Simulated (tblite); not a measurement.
C2H2F3S (charge -1).
SMILES with atom numbers: `[F:1][C:2]([F:3])([F:4])[CH2:5][S-:6]` (hydrogens: H7, H8 on C5)

Computed with GFN2-xTB (tblite), gas phase: Langevin dynamics at 300 K from the optimised GFN2-xTB geometry, time step 0.5 fs, friction 0.01 fs⁻¹, 2000 steps. The instantaneous temperature is 2·E(kin)/(3Nk) with all 3N coordinates.

| t (fs) | T (K) | E(pot) above start (eV) | F1–C2 (Å) | C2–F3 (Å) | C2–F4 (Å) | C2–C5 (Å) | C5–S6 (Å) | C5–H7 (Å) | F1–C2–C5–S6 (°) |
| --- | --- | --- | --- | --- | --- | --- | --- | --- | --- |
| 0 | 234 | 0.000 | 1.341 | 1.341 | 1.385 | 1.501 | 1.804 | 1.097 | 63 |
| 50 | 262 | 0.105 | 1.330 | 1.356 | 1.353 | 1.538 | 1.822 | 1.140 | 60 |
| 100 | 199 | 0.216 | 1.333 | 1.343 | 1.403 | 1.458 | 1.797 | 1.052 | 54 |
| 150 | 193 | 0.151 | 1.369 | 1.357 | 1.388 | 1.475 | 1.821 | 1.094 | 46 |
| 200 | 217 | 0.151 | 1.388 | 1.348 | 1.349 | 1.483 | 1.828 | 1.104 | 46 |
| 250 | 337 | 0.161 | 1.308 | 1.391 | 1.440 | 1.486 | 1.817 | 1.085 | 58 |
| 300 | 267 | 0.168 | 1.310 | 1.359 | 1.431 | 1.520 | 1.804 | 1.081 | 70 |
| 350 | 140 | 0.262 | 1.350 | 1.332 | 1.342 | 1.574 | 1.800 | 1.107 | 78 |
| 400 | 488 | 0.129 | 1.361 | 1.297 | 1.372 | 1.543 | 1.753 | 1.130 | 76 |
| 450 | 408 | 0.196 | 1.294 | 1.378 | 1.436 | 1.493 | 1.849 | 1.089 | 55 |
| 500 | 231 | 0.226 | 1.351 | 1.389 | 1.344 | 1.443 | 1.850 | 1.163 | 49 |
| 550 | 257 | 0.237 | 1.342 | 1.312 | 1.386 | 1.445 | 1.879 | 1.131 | 43 |
| 600 | 307 | 0.173 | 1.367 | 1.324 | 1.348 | 1.523 | 1.853 | 1.059 | 47 |
| 650 | 194 | 0.188 | 1.290 | 1.362 | 1.382 | 1.535 | 1.760 | 1.079 | 64 |
| 700 | 332 | 0.205 | 1.376 | 1.302 | 1.422 | 1.509 | 1.786 | 1.143 | 76 |
| 750 | 238 | 0.379 | 1.377 | 1.356 | 1.389 | 1.473 | 1.746 | 1.081 | 73 |
| 800 | 262 | 0.308 | 1.380 | 1.322 | 1.406 | 1.513 | 1.753 | 1.109 | 88 |
| 850 | 325 | 0.281 | 1.297 | 1.360 | 1.373 | 1.509 | 1.731 | 1.094 | 89 |
| 900 | 205 | 0.194 | 1.319 | 1.290 | 1.394 | 1.530 | 1.785 | 1.124 | 70 |
| 950 | 245 | 0.162 | 1.373 | 1.360 | 1.376 | 1.472 | 1.775 | 1.096 | 74 |
| 1000 | 170 | 0.207 | 1.373 | 1.343 | 1.442 | 1.499 | 1.791 | 1.081 | 82 |

Question: From 500 fs on, how do temperature and potential energy compare with equipartition?

Answer: The mean temperature of these 11 frames is 251 K against the target 300 K, and the mean potential energy 0.23 eV against 18 × kT/2 = 0.23 eV for 18 classical harmonic modes. For 8 atoms in a canonical ensemble the temperature itself scatters by T·√(2/(3N)) = 87 K; here its standard deviation is 50 K. The whole run lasts only 10 friction times of 100 fs, so these averages carry a wide statistical error.

Question: What are the kinetic and total energies of the listed frame with the highest potential energy?

Answer: The one at 750 fs, 0.379 eV above the start. Its kinetic energy is 3NkT/2 = 0.246 eV at 238 K, so the sum is 0.63 eV; over the listed frames the sum runs from 0.24 to 0.63 eV, since the thermostat adds and removes energy.

Question: How much do the listed bonds fluctuate from 500 fs on?

Answer: 
```csv
bond,at the start (Å),mean (Å),standard deviation (Å)
F1–C2,1.341,1.350,0.032
C2–F3,1.341,1.338,0.029
C2–F4,1.385,1.388,0.028
C2–C5,1.501,1.496,0.031
C5–S6,1.804,1.792,0.046
C5–H7,1.097,1.106,0.030
```

The motion is classical and holds no zero-point motion.

What follows is the cost of the whole dynamics run. Hardware: one thread of an Intel Xeon Platinum 8175M at 2.50 GHz, no GPU, shared host with 32 logical CPUs at a one-minute load of 7.5. Cost: 10 s wall, 0.18 GiB resident at most.
